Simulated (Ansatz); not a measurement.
# B2SiH (sextet): from Hartree-Fock to the top rungs, def2-QZVPP

One table from this session's results is given with a row withheld; the runs are named, their logs left out.

The runs use Ansatz 0.2.0, Gaussian basis; def2-QZVPP, core rule «outside noble gas», up to 7 orbitals frozen.

The runs, in order: UHF; ROHF; CCSD(T) on UHF.

### The system

The geometry is a PBE0/def2-TZVP stationary point (not a proven minimum) of the parent state, kept for this charge and spin.

4 atoms, charge 0, spin multiplicity 6.

Atoms are counted from 1 here; the program's logs count them from 0.

Bond lengths: B1–Si2 1.989 Å, B1–B3 1.610 Å, B1–H4 1.246 Å, Si2–B3 1.921 Å. Angles: Si2–B1–B3 63.5°, Si2–B1–H4 64.0°, B3–B1–H4 127.5°, B1–Si2–B3 48.6°, B1–B3–Si2 67.9°.

Geometry (Å):

```xyz
4

B     0.0000   -0.7177    1.0806
Si    0.0000   -0.0079   -0.7774
B     0.0000    0.8846    0.9232
H     0.0000   -1.5694    0.1705
```

The first run:

File in.yaml:

```yaml
crystal:
  periodic: [false, false, false]
  atoms:
    - {symbol: B, position_ang: [0.000000, -0.717740, 1.080601]}
    - {symbol: Si, position_ang: [0.000000, -0.007888, -0.777449]}
    - {symbol: B, position_ang: [0.000000, 0.884552, 0.923210]}
    - {symbol: H, position_ang: [0.000000, -1.569398, 0.170474]}
basis:
  gaussian: {orbitals: "def2-QZVPP.json"}
magnetization: {spin_polarized: true, initial_magnetization: 5}
hamiltonian: {xc: hf}
output: {orbitals: {seedname: orbitals}}
```

On the command line:

```sh
> ansatz run in.yaml --threads 1 --pin off --events-out ev --progress --plain --max-ram 2393MiB
```

Among the steps run: UHF; ROHF; CCSD(T) on UHF.

One table of the session follows, with a row left open; its other results are not shown here.

It belongs to the step «Misses and costs». 

| method | from UCCSD(T) (kJ/mol) |
| --- | --- |
| ROHF | ? |
| UHF | +732.8 |
| UMP2 | +125.2 |
| UCCSD | +43.2 |
| UCCSD(T) | 0 |

Q: Estimate the row for ROHF from the others.

As computed: from UCCSD(T) (kJ/mol): +753.6. In the column «from UCCSD(T) (kJ/mol)» it is the highest.
